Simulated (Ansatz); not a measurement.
**BH2O (quartet): from Hartree-Fock to the top rungs, def2-TZVPP**

One table from this session's results is given with a row withheld; the runs are named, their logs left out.

Program: Ansatz 0.2.0, Gaussian basis. Level of theory: def2-TZVPP, core rule «outside noble gas», up to 2 orbitals frozen. These are calculated values, not measurements.

The runs, in order: UHF; ROHF; CCSD(T) on UHF.

2 further runs of the same task are left out: 2 set aside as unsound or not needed.

### The geometry

The geometry is a PBE0/def2-TZVP stationary point (not a proven minimum) of the parent state, kept for this charge and spin.

4 atoms, charge 0, spin multiplicity 4.

Atoms are counted from 1 here; the program's logs count them from 0.

Bond lengths: B1–O2 1.281 Å, B1–H3 1.211 Å, B1–H4 1.211 Å. Angles: O2–B1–H3 119.9°, O2–B1–H4 119.9°, H3–B1–H4 120.3°.

Set-up of the first run:

in.yaml

```yaml
crystal:
  periodic: [false, false, false]
  atoms:
    - {symbol: B, position_ang: [0.000000, 0.000000, 0.668909]}
    - {symbol: O, position_ang: [0.000000, 0.000000, -0.612266]}
    - {symbol: H, position_ang: [0.000000, 1.050271, 1.272063]}
    - {symbol: H, position_ang: [0.000000, -1.050271, 1.272063]}
basis:
  gaussian: {orbitals: def2-TZVPP}
magnetization: {spin_polarized: true, initial_magnetization: 3}
hamiltonian: {xc: hf}
output: {orbitals: {seedname: orbitals}}
```

On the command line:

```console
ansatz run in.yaml --threads 1 --pin off --events-out ev --progress --plain --max-ram 4096MiB --backend cpu
```

Among the steps run: UHF; ROHF; CCSD(T) on UHF.

One of the session's tables, all rows but one given; the rest of the session is left out.

| method | from UCCSD(T) (meV) |
| --- | --- |
| ROHF | +9095.7 |
| UHF | ? |
| UMP2 | +1135.7 |
| UCCSD | +277.7 |
| UCCSD(T) | 0 |

Q: Estimate the row for UHF from the others.

The run gave: from UCCSD(T) (meV): +8665.6. In the column «from UCCSD(T) (meV)» it lies between UMP2 (+1135.7) and ROHF (+9095.7).
